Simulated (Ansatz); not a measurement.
hcp Tc, relaxed in Ansatz (plane waves) with several semilocal functionals. Each gives its own volume and its own bulk modulus:

```tsv
level	V0 (Å³/atom)	bulk modulus B0 (GPa)	ln V0	ln B0
LDA	13.773	343.2	2.6227	5.8383
PBEsol	14.005	327.4	2.6394	5.7912
PBE	14.439	299.5	2.6699	5.7021
```

Task: Fit a straight line to ln B0 against ln V0. What does it predict for r²SCAN, whose volume is 14.204 Å³/atom?

Result: With x = ln V0 and y = ln B0: means 2.64400 and 5.77720; Σ(Δx Δy) = -0.003311, Σ(Δx²) = 0.001146, so the slope is -2.89. At x = 2.6535 the line gives y = 5.77720 + (-2.89) × (2.6535 − 2.64400) = 5.7497, or 314.1 GPa. The run with r²SCAN gives 320.1 GPa, +1.9 % from the line. The rows used scatter about it by up to 0.1 %, while the largest value lies 15 % above the smallest. For comparison, PBE's own equation of state has B′ = 4.5, the slope −d ln B/d ln V at a fixed functional; the two needn't agree, since functionals also differ at one volume.

Measured: 303 GPa (measured, zero-point energy and finite temperature contributions removed; as tabulated in doi:10.1021/acs.jctc.3c00612).

Ansatz's density-functional and Hartree–Fock values are scalar-relativistic unless marked +SOC, with PAW data made under PBE.

Ansatz is a quantum-chemistry and plane-wave program.
